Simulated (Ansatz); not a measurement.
Reaction (hydrogenolysis of a C–S bond): `CC(C)CS` + H₂ → `CC(C)C` + H₂S

Program: Ansatz. Geometries: PBE0-D4/def2-TZVP. ΔE: electronic, gas phase. CCSD(T)/CBS is the MP2 limit (def2-TZVPP, def2-QZVPP) plus CCSD(T) − MP2 in def2-TZVPP, frozen cores. This one scheme is used for every species. Functionals use def2-TZVPP. B3LYP here is the variant with VWN-RPA as its local correlation; programs differ in this. One conformer a species, not always the lowest.

| level | ΔE (kcal/mol) | difference from CCSD(T)/CBS |
| --- | --- | --- |
| PBE-D4 | -15.2 | 0.9 |
| r2SCAN-D4 | -16.1 | 0.0 |
| PBE0-D4 | -16.3 | -0.2 |
| B3LYP-D4 | -16.7 | -0.6 |
| ωB97X-V | -16.6 | -0.5 |
| ωB97M-V | -16.6 | -0.5 |
| B2PLYP | -18.0 | -1.9 |
| PBE | -16.9 | -0.8 |
| r2SCAN | -16.6 | -0.5 |
| PBE0 | -17.9 | -1.8 |
| B3LYP | -19.5 | -3.4 |
| HF/def2-TZVPP | -22.7 | -6.6 |
| MP2/def2-TZVPP | -15.3 | 0.8 |
| SCS-MP2/def2-TZVPP | -16.6 | -0.5 |
| CCSD/def2-TZVPP | -18.4 | -2.3 |
| CCSD(T)/def2-TZVPP | -16.9 | -0.8 |
| HF/def2-QZVPP | -22.7 | -6.6 |
| MP2/def2-QZVPP | -14.8 | 1.3 |
| SCS-MP2/def2-QZVPP | -16.2 | -0.1 |
| HF/CBS(def2) | -22.7 | -6.6 |
| MP2/CBS(def2) | -14.5 | 1.6 |
| CCSD/CBS(def2) | -17.6 | -1.5 |
| CCSD(T)/CBS | -16.1 | 0 |

Largest T1 diagnostic among the species: 0.009.

In def2-TZVPP, CCSD(T) changes the Hartree–Fock value by +5.7 kcal/mol (the triples alone add +1.5 kcal/mol) and MP2 by +7.4 kcal/mol. The D4 term adds +2.8 kcal/mol with B3LYP and +1.5 kcal/mol with PBE0; it sums over pairs of atoms, weighted by their polarisabilities, and B3LYP, whose exchange is more repulsive, gets the larger term. From PBE to PBE0 (25 % exact exchange), in def2-TZVPP and without D4, ΔE moves by −1.0 kcal/mol.
